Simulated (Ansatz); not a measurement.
Relaxation of CH₅SSi (8 atoms, charge 0, multiplicity 2), to a largest force component of 0.015 eV/Å in at most 40 steps.

Computed with UKS PBE0/def2-SVP in Ansatz 0.2.0.

```xyz
8
Properties=species:S:1:pos:R:3:forces:R:3
Si -0.617 0.578 -1.000 0.05 0.22 1.00
C 0.650 0.154 0.356 -0.41 -0.65 0.07
S 0.949 -1.646 0.485 0.56 0.08 -0.11
H -1.132 -0.638 -1.618 -0.21 -0.50 -0.44
H -0.078 1.571 -1.919 0.22 0.43 -0.65
H 0.342 0.505 1.342 -0.05 0.29 0.21
H 1.631 0.578 0.146 0.33 0.29 -0.15
H -0.328 -2.007 0.603 -0.49 -0.17 0.07
```

Problem. Where does it end, and by what steps?

Solution. It converged. After 12 steps the energy has fallen by 0.191 eV; H5 moved furthest, 1.02 Å.

| step | energy less start (eV) | largest force component (eV/Å) | accepted |
| --- | --- | --- | --- |
| 0 | 0.0000 | 1.002 | yes |
| 1 | -0.0612 | 0.269 | yes |
| 2 | -0.0678 | 0.106 | yes |
| 3 | -0.0699 | 0.307 | yes |
| 4 | -0.0980 | 0.255 | yes |
| 5 | -0.1218 | 0.401 | yes |
| 6 | -0.1393 | 0.532 | yes |
| 7 | -0.1802 | 0.158 | yes |
| 8 | -0.1889 | 0.059 | yes |
| 9 | -0.1903 | 0.041 | yes |
| 10 | -0.1823 | 0.324 | no |
| 11 | -0.1906 | 0.046 | yes |
| 12 | -0.1907 | 0.012 | yes |

```xyz
8
Properties=species:S:1:pos:R:3
Si -0.490 0.750 -1.019
C 0.572 0.218 0.456
S 1.188 -1.487 0.232
H -1.677 -0.160 -1.134
H 0.314 0.700 -2.280
H 0.052 0.323 1.420
H 1.476 0.846 0.507
H -0.019 -2.095 0.211
```

The run took 29 s on 2 threads of Arm Neoverse V1 (shared host), peak memory 0.18 GiB.
